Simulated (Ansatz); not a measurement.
# Ga₃CuAg₅Sn₂Au: can entropy hold this alloy together?

The calculation used DFT PBE, scalar-relativistic, plane waves, PAW in Ansatz 0.2.0.

Settings: cutoff 420 eV, Γ-centred mesh 6×7×5 on the computed 12-atom cell, Gaussian smearing of 0.10 eV; no spin polarisation.

Cells of 12 atoms on a fcc lattice, 1 Cu, 3 Ga, 1 Au, 2 Sn, 5 Ag, each occupation relaxed without symmetry on a coarser mesh and computed once more. α is the first-shell Warren–Cowley parameter of unlike pairs (negative: unlike neighbours in excess, 0: random), given as its mean and root mean square over the pairs, since a mean near 0 can hide order that cancels. ΔH counts from the elements in their standard crystals. 1 further cell, whose relaxation didn't end, left large forces or left the lattice, is left out.

| cell | mean α | rms α | ΔH (meV/atom) | V (Å³/atom) | rms shift from sites (Å) |
| --- | --- | --- | --- | --- | --- |
| 1 | -0.07 | 0.11 | 39 | 18.82 | 0.16 |
| 2 | 0.01 | 0.42 | 37 | 18.87 | 0.25 |

Problem. Weigh the mixing energy against the ideal entropy.

Solution. Ideal mixing gives S = −k_B Σ x ln x = 1.424 k_B per atom (11.8 J/(mol K)), worth 123 meV/atom at 1000 K. The cell nearest to random, 1, has ΔH = 39 meV/atom. Against the pure elements it breaks even at T = ΔH/S = 320 K; above that the solution beats the pure elements, but parting into two partly mixed solutions pays up to a higher temperature (2ΔH/k_B, 1.4 times as high, for a regular binary solution at equal shares), and compounds may beat both. ΔH includes the cost of putting the elements on this lattice where they prefer another, and what the coarser relaxation leaves, which can only raise it; vibrational entropy is left out. An error of 8 meV/atom in ΔH, as mesh and relaxation can leave, moves such a temperature by 70 K.

The final mesh leaves forces up to 0.15 eV/Å and stresses up to 0.5 GPa.

Spin–orbit coupling is left out, which can shift energies with elements as heavy as these.

Cost: 5 runs of about 47 core-minutes in all (earlier runs that led there not counted), on Arm Neoverse V1 (shared hosts).